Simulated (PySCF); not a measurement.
Gas-phase reaction: 3 C2H2 (acetylene) + 2 C3H6 (cyclic) → 3 C4H6 (butadiene)

Method: PySCF energies plus ideal-gas RRHO corrections (1 bar). 'Table' is the NASA 1993 thermochemical table (part measured, part estimated). † marks an energy on the PBE0/def2-TZVP geometry and frequencies; other levels use their own. All species are closed-shell singlets.

Levels: a) PBE/def2-SVP; b) HF/def2-TZVP†; c) LDA/def2-TZVP†; d) PBE/def2-TZVP†.

Question: Order the levels by the distance of their ΔH°(298 K) from the table for this reaction, closest first.

Answer: b (+6 kJ), d (-35 kJ), a (-66 kJ), c (-91 kJ)

The table gives -461 kJ. The order holds for this reaction alone, and for the 1993 entries, some of which have been revised since.
